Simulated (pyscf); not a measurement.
Optimised with ωB97X-D3(BJ)/def2-SVP in PySCF.

Question: For the elementary gas-phase step H₃C–CH₂–Zn–OH + hydrogen (H₂) → HO–ZnH + ethane (H₃C–CH₃) (singlet surface; C–Zn, H–H broken, H–Zn, C–H formed), what barrier and reaction energy does ωB97M-D3(BJ)/def2-TZVP give, measured from the separated reactants?

Answer: ΔE‡ = 2.00 eV, ΔE = -0.58 eV. Zero-point energy shifts the barrier by +0.08 eV. It is a four-centre exchange, with an imaginary mode of 1646i cm⁻¹. At the saddle there is also a short H–Zn contact that neither side keeps. One saddle was located; it need not be the lowest between these sides. Elements up to Kr have no core potential and no relativistic terms here.
